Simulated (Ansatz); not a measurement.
## How close CCSD(T) comes to the exact answer in a basis

Each species is computed at the geometry given (Å), with frozen cores, in Ansatz 0.2.0: RHF-CCSD(T) for singlets, UHF-CCSD(T) otherwise, and full CI in the same basis. The program picks the determinant by trial CCSD, so it needn't be the lowest Hartree–Fock solution. States: HBAl Σ⁻ or Δ, SiP⁺ Π, PH⁺ Σ⁻ or Δ. Cases whose determinant has another symmetry than full CI's state, or whose (Q) step broke down, weren't drawn.

Question: Judging by size, spin and bonding, rank them by the size of CCSD(T)'s error in total energy against full CI in the same basis, smallest first (an estimate).
A. HBAl, quartet, 6-31G: B 0.000 0.000 1.774; Al 0.000 0.000 -4.734; H 0.000 0.000 2.959
B. PH⁺, quartet, cc-pVTZ: P 0.000 0.000 0.000; H 0.000 0.000 1.428
C. SiP⁺, quintet, 6-31G: Si 0.000 0.000 0.000; P 0.000 0.000 2.217

Answer: A (6.7 meV), C (15.4 meV), B (21.8 meV).

```tsv
species	basis	correlated electrons	CCSD(T) − full CI (meV)	CCSDT(Q) − full CI (meV)	unpaired electrons (full CI)	T1	⟨S²⟩ of the determinant
HBAl, quartet	6-31G	7	6.7	0.4	3.29	0.010	3.75
SiP⁺, quintet	6-31G	8	15.4	0.1	4.04	0.029	6.02
PH⁺, quartet	cc-pVTZ	5	21.8	-2.2	3.02	0.030	3.75
```

Unpaired electrons are Σ n²(2−n)² over natural occupations; an open shell counts its own unpaired electrons too. Frozen cores follow each run's orbitals, which moves totals by a few meV. No single determinant describes HBAl, quartet well, by full CI's occupations.
